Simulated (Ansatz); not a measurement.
**CH₅O (doublet): wave-function methods side by side at distance O1–H3 along a hydrogen transfer = 1.206 Å, cc-pVDZ**

One table from this session's results is given with a row withheld; the runs are named, their logs left out.

Program: Ansatz 0.2.0, Gaussian basis. Level of theory: cc-pVDZ, core rule «outside noble gas», up to 2 orbitals frozen. These are calculated values, not measurements.

To be run: UHF; CCSD(T) on ROHF; CCSD(T) on UHF; BCCD(T) on ROHF; CISD; CCSDT(Q) on ROHF; CCSDT(Q) on UHF; CASSCF and MRCISD+Q, 3 electrons in 3 orbitals; CASSCF and NEVPT2, 3 electrons in 3 orbitals.

## The geometry

The geometry derives from fragments relaxed apart (PBE0/def2-TZVP) and kept rigid, so it is no stationary point. A hydrogen atom is moved between rigid fragments.

7 atoms, charge 0, spin multiplicity 2.

Atoms are counted from 1 here; the program's logs count them from 0.

Bond lengths: O1–H2 0.960 Å, O1–H3 1.206 Å, H3–C4 1.090 Å, C4–H5 1.080 Å, C4–H6 1.080 Å, C4–H7 1.080 Å. Angles: H2–O1–H3 105.1°, O1–H3–C4 180.0°, H3–C4–H5 90.0°, H3–C4–H6 90.0°, H3–C4–H7 90.0°, H5–C4–H6 120.0°, H5–C4–H7 120.0°, H6–C4–H7 120.0°.

The first run:

Input file in.yaml:

```yaml
crystal:
  periodic: [false, false, false]
  atoms:
    - {symbol: O, position_ang: [-1.073639, -0.028258, 0.000000]}
    - {symbol: H, position_ang: [-1.322948, 0.898317, 0.000000]}
    - {symbol: H, position_ang: [0.132361, -0.028258, 0.000000]}
    - {symbol: C, position_ang: [1.222361, -0.028258, 0.000000]}
    - {symbol: H, position_ang: [1.222361, -1.108280, 0.000000]}
    - {symbol: H, position_ang: [1.222361, 0.511753, 0.935327]}
    - {symbol: H, position_ang: [1.222361, 0.511753, -0.935327]}
basis:
  gaussian: {orbitals: cc-pVDZ}
magnetization: {spin_polarized: true, initial_magnetization: 1}
hamiltonian: {xc: hf}
output: {orbitals: {seedname: orbitals}}
```

On the command line:

```sh
$ ansatz run in.yaml --threads 1 --pin off --events-out ev --progress --plain --max-ram 4096MiB --backend cpu
```

Steps of the session up to this table: UHF; CCSD(T) on ROHF; CCSD(T) on UHF; BCCD(T) on ROHF; CISD; CCSDT(Q) on ROHF; CCSDT(Q) on UHF; CASSCF and MRCISD+Q, 3 electrons in 3 orbitals; CASSCF and NEVPT2, 3 electrons in 3 orbitals.

One of the session's tables, all rows but one given; the rest of the session is left out.

It belongs to the step «Misses and costs». 

| method | from UCCSDT(Q) (kcal/mol) |
| --- | --- |
| ROHF | +250.92 |
| UHF | +243.03 |
| RMP2 | +24.30 |
| UMP2 | +26.92 |
| CISD | +28.19 |
| RCCSD | +6.44 |
| UCCSD | +6.14 |
| RCCSD(T) | +0.90 |
| UCCSD(T) | +0.91 |
| BCCD(T) | +0.91 |
| RCCSDT | +0.51 |
| UCCSDT | +0.47 |
| RCCSDT(Q) | +0.01 |
| UCCSDT(Q) | 0 |
| CASSCF pair | +234.34 |
| NEVPT2 pair | +24.55 |
| MRCISD pair | +24.70 |
| MRCISD+Q pair | ? |

Q: Estimate the row for MRCISD+Q pair from the others.

As computed: from UCCSDT(Q) (kcal/mol): +3.85. In the column «from UCCSDT(Q) (kcal/mol)» it lies between BCCD(T) (+0.91) and UCCSD (+6.14).

Limits of these values: Restricted and unrestricted rows rest on different reference determinants; where their highest levels disagree by more than a few hundredths of an eV, they describe different states and don't form one ladder.
